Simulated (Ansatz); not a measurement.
## Structure relaxation of Ge₂Br₃

All numbers below come from Ansatz 0.2.0, DFT PBE, scalar-relativistic, plane waves, PAW. Cutoff 420 eV, Γ-centred k mesh, Gaussian smearing, no spin polarisation in the final step.

The start puts Ge₂Br₃ on the A-type sesquioxide structure type (P-3m1, No. 164), with Ge in place of La, Br in place of O, at a guessed volume.

```
Ge Br
1.0
     4.48647    0.00000    0.00000
    -2.24324    3.88540    0.00000
     0.00000    0.00000    6.98022
Ge Br
2 3
Cartesian
  0.0000 2.5903 1.7102
  2.2432 1.2951 5.2701
  0.0000 0.0000 0.0000
  0.0000 2.5903 4.5022
  2.2432 1.2951 2.4780
```

Cell and atoms relax at zero pressure; the relaxation can't lower the symmetry of the start. After a coarse first stage the cell is made exact in the group found at 0.06 Å.

Formation energies are uncorrected and refer to the elements' standard structures at the same level.

(1) Describe the relaxed structure.

(2) What are its volume, energy, density and gap?

## Answers

(1) It keeps P-3m1 (No. 164), but not the shape of the type it started on. Conventional cell: a = 4.369 Å, c = 9.801 Å. Around Ge lie 3 Br at 2.83 Å and 3 Br at 3.05 Å; around Br on Wyckoff site a (1 atom of the primitive cell) lie 6 Ge at 3.05 Å; Br on Wyckoff site d (2 atoms of the primitive cell) has 3 Ge at 2.83 Å.

Space group P-3m1 (No. 164). a = 4.369 Å, b = 4.369 Å, c = 9.801 Å, α = 90.00°, β = 90.00°, γ = 120.00°
```tsv
atom	site	symmetry	x	y	z
Ge	2d	3m.	0.3333	0.6667	0.1744
Br	1a	-3m.	0.0000	0.0000	0.0000
Br	2d	3m.	0.3333	0.6667	0.6946
```

(2) The volume per atom is 32.4 Å³, the density is 3.9 g/cm³ and the energy over the elements is -0.23 eV/atom. The gap on the 12×12×4 mesh is 0 eV (a metal).

The final run used a 12×12×4 mesh on its 5-atom cell and 0.10 eV smearing. For metals, differences of a few meV/atom aren't resolved. No dispersion correction is applied, so the spacing between layers, chains or molecules is poorly fixed, and with it the volume and density. Symmetry constrained the relaxation, so the result can be a saddle point. The steps took about 5 core-minutes in all.